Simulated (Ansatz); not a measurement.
**Ladder of methods for the lattice constant a of antiferromagnetic bcc Cr**

Reference value: 2.877 Å (measured, corrected for temperature and zero-point phonon effects; as tabulated in Levämäki et al. (2014), arXiv:1402.3671).

Q: Which of these levels comes closest to the reference?
A. PBE-D4 (Ansatz, a quantum-chemistry and plane-wave program)
B. r²SCAN-D4 (Ansatz)
C. B3LYP (VWN-RPA form) (Ansatz)
D. PBE (Ansatz)

A: D, PBE (Ansatz)

```json
[
 {"level (code)": "PBE (Ansatz)", "value (Å)": "2.866", "error (%)": "-0.38"},
 {"level (code)": "PBE-D4 (Ansatz)", "value (Å)": "2.838", "error (%)": "-1.36"},
 {"level (code)": "r²SCAN-D4 (Ansatz)", "value (Å)": "2.948", "error (%)": "+2.47"},
 {"level (code)": "B3LYP (VWN-RPA form) (Ansatz)", "value (Å)": "3.057", "error (%)": "+6.26"}
]
```

Closest of the ranked levels: PBE (-0.38 %). Farthest off among them: B3LYP (VWN-RPA form) (+6.26 %). Of the ranked levels only PBE lands within 1 %.

Spin-polarised runs: PBE (opposed moments), PBE-D4 (opposed moments), r²SCAN-D4 (opposed moments), B3LYP (VWN-RPA form) (opposed moments). PBE, PBE-D4, r²SCAN-D4, B3LYP (VWN-RPA form): the commensurate order stands in for chromium's spin-density wave, and the size of the moments varies much between levels. B3LYP (VWN-RPA form): the cell is over a tenth larger than the published one: the level's own overestimate first of all, though another phase or state, or a fault of the published cell, is possible. Cutoffs and k meshes differ between the levels. Ansatz's density-functional and Hartree–Fock values are scalar-relativistic unless marked +SOC, with PAW data made under PBE.

Differences are worked out from the printed values.
